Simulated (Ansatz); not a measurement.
`[AlH2][NH][AlH2]` + CH₃SH → `C[S][AlH2]` + `[NH2][AlH2]` at 298.15 K and 1 bar (ligand exchange at the Al–N bond).

Calculated with Ansatz (gas phase, PBE0-D4/def2-TZVP geometries, no zero-point term in ΔE). CCSD(T)/CBS adds triple-zeta CCSD(T) − MP2 to the extrapolated MP2 energy (def2 sets, frozen cores). This one scheme is used for every species.

```csv
species,CCSD(T)/CBS energy (Eh),H − E (kJ/mol),S (J/(mol·K))
`[AlH2][NH][AlH2]`,-541.78272,130.7,306.3
CH₃SH,-438.22835,133.0,253.2
`C[S][AlH2]`,-680.87163,155.2,309.9
`[NH2][AlH2]`,-299.14566,115.0,251.7
```

H − E and S are ideal-gas, rigid-rotor, harmonic terms from PBE0-D4/def2-TZVP. 1 Eh = 2625.50 kJ/mol, R = 8.31446 J/(mol·K).

**Question.** By hand: ΔE, ΔH, ΔS and ΔG.

**Answer.** ΔE = (-680.87163) + (-299.14566) − (-541.78272) − (-438.22835) = -0.00622 Eh = -16.3 kJ/mol. Δ(H − E) = 155.2 + 115.0 − 130.7 − 133.0 = 6.5, so ΔH = -9.8 kJ/mol. ΔS = 309.9 + 251.7 − 306.3 − 253.2 = 2.1 J/(mol·K). ΔG = -9.8 − 298.15 × (2.1)/1000 = -10.4 kJ/mol.

**Question.** By hand: the equilibrium constant, and the temperature at which ΔG would vanish if ΔH and ΔS stayed fixed.

**Answer.** log₁₀ K = −ΔG/(RT ln 10) = 1.8. ΔH and −TΔS have one sign here, so there is no such temperature. One of them is within its doubt of zero, so this could turn.

The number of gas molecules stays the same, so ΔS is small and ΔH decides. A doubt of 5 kJ/mol in ΔE shifts log₁₀ K by 0.9 here. These are equilibria of isolated gas molecules and say nothing of rates. Largest T1 diagnostic: 0.012 (customary marks: 0.02 for closed shells, 0.045 for open ones).
